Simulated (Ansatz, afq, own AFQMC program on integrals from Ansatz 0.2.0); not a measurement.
CH$_{3}$Al, singlet: AFQMC among the cluster methods

```yaml
atoms:
  - { symbol: C, position_ang: [-0.4111, 0.4963, -0.3141] }
  - { symbol: Al, position_ang: [0.7317, -0.8845, 0.5598] }
  - { symbol: H, position_ang: [0.0500, 1.5015, -0.2764] }
  - { symbol: H, position_ang: [-1.4028, 0.5814, 0.1692] }
  - { symbol: H, position_ang: [-0.5943, 0.2688, -1.3814] }
```

Connectivity, by distances: CH3–Al.

Basis def2-TZVP. Only valence electrons are correlated. Integrals, coupled cluster, full CI and functionals: Ansatz 0.2.0; the random walks run on the same integrals in our own AFQMC program. The CISD trial takes its coefficients from CCSD amplitudes. Released means that phaseless walkers are propagated on without the constraint, phases kept. Uncertainties: one standard error, sampling alone.

Determinant: UHF, the one that the program's search chose, which needn't be the lowest solution. The geometry is a PBE0/def2-SVP stationary point of this or a neighbouring charge and spin state.

No full CI on the walks' own integrals is used here; CCSDT(Q) serves as the reference and is uncertain by about the last step of the cluster series.

Cautions: an unrestricted solution with more broken spin lies lower (6 meV, ⟨S²⟩ 0.11), while this determinant keeps restricted orbitals.

```
T1 diagnostic                               : 0.0117
weight of the determinant in the CISD state : 0.865
⟨S²⟩ of the determinant                     : 0.000
size of the correlated space                : 10 electrons in 80 orbitals
```

```tsv
level	correlation energy (eV)
MP2	-6.2797
CCSD	-7.0949
CCSD(T)	-7.3418
```

Question: Estimate where phaseless AFQMC with a CISD trial lies against CCSD(T) on the same integrals.

Answer: 22.8 ± 5.0 meV below CCSD(T).

Reference: CCSDT(Q), correlation energy -7.370 eV. The released energy is read at 2.40 1/Eh (meV from the phaseless value at times in 1/Eh: -2 ± 4 at 0.24, -5 ± 4 at 0.51, -9 ± 4 at 0.99, -8 ± 4 at 1.62, -3 ± 5 at 2.40).

```tsv
level	E − E(reference) (meV)	share of correlation (%)
CCSD(T)	28.6	99.61
CCSDT	10.8	99.85
ph-AFQMC/HF	-64.0 ± 25.3	100.87
ph-AFQMC/CISD	5.7 ± 5.0	99.92
released AFQMC	2.9 ± 5.4	99.96
```

Released energies are given only where the last usable release times agree within the noise; a slower fall can still hide under it.
